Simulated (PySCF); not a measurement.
# State search for P₂

Unrestricted PBE0; PySCF, no relativity, basis sets P def2-SVPD. Outer shells of the fragments: P 3s2 3p3; P 3s2 3p3.

Followed along the bond (rough minima from three points):

| 2Ms+1 | unpaired | ⟨S²⟩ at the start | R at minimum (Å) | Te (eV) |
| --- | --- | --- | --- | --- |
| 1 | none | 0.24 | 1.89 | 0.00 |
| 3 | π ↑↑ | 2.01 | 2.07 | 2.32 |
| 5 | π ↑↑↑↑ | 6.02 | none in the scan | ≤ 3.37 |

Solutions found at the starting distance of 2.130 Å, counted from the lowest of them; the search is not exhaustive and high or unbound solutions are not listed, so other states can lie among these:

```
2Ms+1    unpaired   term  E (eV)  ⟨S²⟩  ⟨Lz²⟩
    1        none    ¹Σ⁺    0.00  0.24   0.00
    3        π ↑↑  mixed    1.56  2.01   2.01
    3        π ↑↑  mixed    2.22  2.01   2.01
    1        π ↑↓  mixed    2.37  1.01   2.02
    3    σ ↑, π ↑     ³Π    2.83  2.02   1.01
    5      π ↑↑↑↑    ⁵Σ⁺    2.90  6.02   0.00
    1    σ ↓, π ↑  mixed    3.14  1.02   1.01
    1      π ↑↑↓↓  mixed    3.67  2.03   4.05
    5  σ ↑, π ↑↑↑     ⁵Π    3.96  6.01   1.01
    3  σ ↑, π ↑↑↓  mixed    4.65  3.02   3.03
    1  σ ↓, π ↑↑↓  mixed    4.80  2.04   3.03
    3    σ ↑, π ↑     ³Π    5.85  2.00   1.01
    3        σ ↑↑  mixed    6.26  2.31   0.00
    5  σ ↑, π ↑↑↑     ⁵Π    7.14  6.00   1.01
```

A term symbol is given only where ⟨S²⟩ and ⟨Lz²⟩ are close to those of a pure state; real π, δ and φ orbitals otherwise mix terms, and g/u labels are left off.

Q: Compare the gap between the two lowest followed solutions at the starting distance with the gap between their minima.

A: At PBE0 the second solution (triplet, unpaired electrons π ↑↑) lies +1.56 eV from the first (singlet, closed shell) at 2.130 Å and +2.32 eV at the minima; the two curves relax by different amounts, since their minima lie near 2.07 and 1.89 Å.

The measured ground state is X ¹Σg+ (Huber and Herzberg, Constants of Diatomic Molecules (1979)).

Counting both spins, an empty level lies below a filled one in some of these solutions, because spin and occupation are held.
